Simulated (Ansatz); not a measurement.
System: 1T (CdI2-type) SnSe₂. Method: PBE-D3(BJ) in Ansatz (plane waves, PAW).

Run with plane-wave cutoff 520 eV, 12×12×6 k mesh (along the axes of the cell as run), Fermi–Dirac smearing 0.01 eV, scalar-relativistic PAW data made under PBE.

Properties against volume:

Shape and atoms are relaxed at each volume.

```
V (Å³/atom)  P (GPa)  direct gap at Γ (eV)  smallest gap on the k mesh (eV)  c (Å)
-----------  -------  --------------------  -------------------------------  -----
24.551          1.42                 0.737                            0.162  5.831
25.063          0.63                 0.774                            0.253  5.918
25.574          0.01                 0.830                            0.351  6.011
26.086         -0.51                 0.893                            0.447  6.105
26.597         -0.88                 0.972                            0.546  6.205
```

The fundamental gap (0.35 eV at the equilibrium volume, with added k points) lies elsewhere than Γ–Γ.

Measured, for comparison: band gap 0.98 eV (temperature not stated, not corrected to a static lattice, indirect, our sources range from 0.98 to 1.06; as tabulated in Gonzalez and Oleynik (2016), arXiv:1609.04381).

Note: the bulk modulus comes from volumes at which shape and atoms were relaxed.

Spin–orbit coupling is not included.

Ansatz is a program for electronic structure.
